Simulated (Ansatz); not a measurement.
```yaml
crystal:
  periodic: [false, false, false]
  atoms:
    - {symbol: C, position_ang: [-0.219967, -0.188032, 1.880307]}
    - {symbol: C, position_ang: [0.190756, 0.251547, 0.487198]}
    - {symbol: C, position_ang: [0.404118, -0.903418, -0.482304]}
    - {symbol: C, position_ang: [0.634039, -0.294755, -1.853715]}
    - {symbol: S, position_ang: [-0.482914, 1.142811, -1.957481]}
    - {symbol: C, position_ang: [-0.848044, 1.147236, -0.176421]}
    - {symbol: H, position_ang: [0.549879, -0.812548, 2.340122]}
    - {symbol: H, position_ang: [-1.146267, -0.769252, 1.845386]}
    - {symbol: H, position_ang: [-0.388017, 0.669827, 2.535805]}
    - {symbol: H, position_ang: [1.129666, 0.815978, 0.549935]}
    - {symbol: H, position_ang: [-0.495353, -1.529071, -0.497497]}
    - {symbol: H, position_ang: [1.243458, -1.537644, -0.182269]}
    - {symbol: H, position_ang: [1.666512, 0.042257, -1.969253]}
    - {symbol: H, position_ang: [0.404784, -0.985569, -2.665605]}
    - {symbol: H, position_ang: [-1.855387, 0.756305, -0.007242]}
    - {symbol: H, position_ang: [-0.810060, 2.171527, 0.197435]}
basis:
  gaussian: {orbitals: def2-TZVP}
total_charge: 4
magnetization: {spin_polarized: true, initial_magnetization: 0}
hamiltonian: {xc: {name: rPW86-PBE}, dispersion: rvv10}
output: {forces: true}
```

```sh
$ ansatz run in.yaml --threads 2 --pin off --events-out ev --progress --plain --max-ram 22528MiB --backend cpu
```

Output, abridged:

```
Functional definition: rPW86-PBE+rVV10
1601 factors; their error is unknown
mean field evaluation 1: about -16021.5545 eV, gradient 1.4e2 eV
mean field evaluation 2: about -14343.5202 eV, gradient 5.1e2 eV
mean field evaluation 4: about -16055.1515 eV, gradient 8.1e1 eV
mean field evaluation 8: about -16109.9211 eV, gradient 5.2e1 eV
mean field evaluation 16: about -16128.8980 eV, gradient 1.3e1 eV
mean field evaluation 32: about -16130.9405 eV, gradient 1.1e-4 eV
mean field -16130.94047072 eV, -592.8011283548 hartree, gradient 7.4e-6 eV, S^2 0.996907; 10 other end points of the search recorded, 0 dependent functions left out
reference -16130.94057533 eV, -592.8011321992 hartree; 26, 26 occupied and 226, 226 virtual orbitals, 1601 factors
Total energy: -16130.94057533 eV, -592.8011321992 hartree
Atom 0 at    -0.219967    -0.188032     1.880307 Å, force     0.709104     0.181279    -4.773081 eV/Å
Atom 1 at     0.190756     0.251547     0.487198 Å, force    -3.719753    -2.122981     2.873285 eV/Å
Atom 2 at     0.404118    -0.903418    -0.482304 Å, force     2.586886     0.519089    -1.009434 eV/Å
Atom 3 at     0.634039    -0.294755    -1.853715 Å, force    -3.135596     1.332069     1.823873 eV/Å
Atom 4 at    -0.482914     1.142811    -1.957481 Å, force     0.183929    -0.120608    -0.487921 eV/Å
Atom 5 at    -0.848044     1.147236    -0.176421 Å, force     1.804674     0.437841    -2.033958 eV/Å
Atom 6 at     0.549879    -0.812548     2.340122 Å, force     1.602975    -0.633171     2.298106 eV/Å
Atom 7 at    -1.146267    -0.769252     1.845386 Å, force    -1.452488    -0.736856     0.257463 eV/Å
Atom 8 at    -0.388017     0.669827     2.535805 Å, force     0.239301     1.597427     2.761910 eV/Å
Atom 9 at     1.129666     0.815978     0.549935 Å, force     2.072201     0.853073     0.471815 eV/Å
Atom 10 at    -0.495353    -1.529071    -0.497497 Å, force    -1.068933    -1.328233     0.205027 eV/Å
Atom 11 at     1.243458    -1.537644    -0.182269 Å, force     0.436242    -1.060265     0.189694 eV/Å
Atom 12 at     1.666512     0.042257    -1.969253 Å, force     1.927001     0.455969    -1.026183 eV/Å
Atom 13 at     0.404784    -0.985569    -2.665605 Å, force     0.230602    -0.935871    -1.870385 eV/Å
Atom 14 at    -1.855387     0.756305    -0.007242 Å, force    -1.762711     0.059488    -0.006049 eV/Å
Atom 15 at    -0.810060     2.171527     0.197435 Å, force    -0.653434     1.501748     0.325838 eV/Å
Dipole moment:     0.109888    -0.327705     0.870208 e Å
```

Task: What is wrong with this run?

Result: The charge is far from anything that the molecule holds. The run converged. The result belongs to that input, not to the molecule as meant.
